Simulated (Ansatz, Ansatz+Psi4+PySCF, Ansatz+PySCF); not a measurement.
```xyz
3

C     0.0626    0.5939    0.0000
O     0.0626   -0.5969    0.0000
H    -0.8758    1.2118    0.0000
```

Basis set: cc-pVTZ (spherical functions). Left uncorrelated: 2 orbitals. Correlation on ROHF uses semicanonical orbitals with singles. Charge 0, multiplicity 2.

Computed with Ansatz (development build ahead of 0.2.0); free ground-state atoms in the same class of orbitals, no zero-point energy, no relativity.

The atomization energy of doublet CHO from measured heats of formation, zero-point and thermal terms removed is 12.086 eV (G2/97 set, Curtiss et al., J. Chem. Phys. 106, 1063 (1997), as shipped with ASE); it holds spin-orbit and other relativistic effects.

(1) How far do ROHF-CCSD(T), UHF-CCSD(T), ROHF-MP2, UHF-MP2 miss it in this basis?

Answers

(1)

| method | atomization energy (eV) | computed − measured (eV) |
| --- | --- | --- |
| ROHF-CCSD(T) | 11.692 | -0.394 |
| UHF-CCSD(T) | 11.686 | -0.400 |
| ROHF-MP2 | 12.202 | 0.116 |
| UHF-MP2 | 12.161 | 0.075 |
